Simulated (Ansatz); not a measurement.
**Telling isomers of AlClH3Si apart by their spectra**

These gas-phase data were calculated for one isomer of AlClH3Si at PBE0-D3(BJ)/pcseg-1 (harmonic, unscaled wavenumbers; equilibrium rotational constants with average atomic masses):

```
rotational constants            : 15.73, 2.044, 1.811 GHz
all wavenumbers above 1500 cm⁻¹ : 2251, 1970, 1945
```

Candidates:

(1) `[SiH3][Al][Cl]`, a doublet
(2) `[AlH2][SiH]Cl`, a doublet
(3) `[SiH2][AlH][Cl]`, a doublet

**Question.** Which candidate do the data belong to?

**Answer.** Candidate (2). The band at 1970 cm⁻¹ lies where the Al–H stretch is expected; (1) has no mode between 1700 and 2050 cm⁻¹. 1 mode lies between 2000 and 2380 cm⁻¹, one for each Si–H bond, while (3) has 2.

The same quantities for all candidates:

|  | rotational constants (GHz) | wavenumbers above 1500 cm⁻¹ | E above the lowest, PBE0-D3(BJ)/pcseg-1 (kcal/mol) |
| --- | --- | --- | --- |
| (1) | 13.9, 1.953, 1.748 | 2246, 2236, 2220 | 0.0 |
| (2) | 15.73, 2.044, 1.811 | 2251, 1970, 1945 | 23.3 |
| (3) | 14.21, 2.067, 1.805 | 2277, 2251, 1978 | 4.2 |

Harmonic stretches to hydrogen usually lie a few per cent above observed fundamentals. Each candidate is one conformer. Open shells are spin-unrestricted. Programs: Ansatz 0.2.0.
